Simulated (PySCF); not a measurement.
## Magnetic susceptibility: `InChI=1S/C2H2P3/c1-3-2-5-4-1/h1-2H/q-1`, charge -1

Geometry (Å), atoms numbered from 1 in this order:
```xyz
7

C     1.203    0.591   -0.057
P     0.345    0.947   -1.531
P    -1.430   -0.143   -1.121
C    -0.990   -0.754    0.450
P     0.538   -0.403    1.208
H     2.209    1.013    0.079
H    -1.709   -1.389    0.986
```

Total charge -1.

Method: GIAO CAM-B3LYP/Sadlej pVTZ magnetisability, rotational g tensor and spin-rotation constants, non-relativistic, gas phase in PySCF 2.14.0. Geometry: PBE0-D3(BJ)/def2-SVP.

For an ion the centre-of-mass motion in the field is neglected.

Problem. How diamagnetic is it, and how anisotropic?

Solution. Isotropic -1402 × 10⁻³⁰ J/T², or -84.4 × 10⁻⁶ cm³/mol; principal values -2383, -1036, -786 × 10⁻³⁰ J/T², anisotropy 1488 × 10⁻³⁰ J/T² (root of half the summed squared differences of the principal values). The susceptibility is in cgs units.

Problem. Split it along the inertial axes a, b, c into diamagnetic and paramagnetic parts about the centre of mass, with the quadrupole moment.

Solution. 
| axis | χ (10⁻⁶ cm³/mol) | diamagnetic (10⁻⁶ cm³/mol) | paramagnetic (10⁻⁶ cm³/mol) | summed x² of all electrons (Å²) | quadrupole Θ (D Å) |
| --- | --- | --- | --- | --- | --- |
| a | -62.4 | -386.0 | 323.6 | 104.9 | -11.05 |
| b | -47.3 | -498.6 | 451.3 | 78.4 | +4.29 |
| c | -143.5 | -777.6 | 634.1 | 12.6 | +6.76 |

Anisotropies 2χaa − χbb − χcc = +66.0 and 2χbb − χaa − χcc = +111.3 × 10⁻⁶ cm³/mol. Θ is traceless in Buckingham's convention.

Problem. And the rotational g tensor?

Solution. 
| axis | rotational constant (GHz) | g | nuclear part | electronic part |
| --- | --- | --- | --- | --- |
| a | 4.1387 | -0.0897 | 0.5395 | -0.6292 |
| b | 2.7589 | -0.0911 | 0.4939 | -0.5850 |
| c | 1.6554 | +0.0190 | 0.5121 | -0.4931 |

Asymmetric top; isotopes 12C, 1H, 31P; no vibrational averaging.
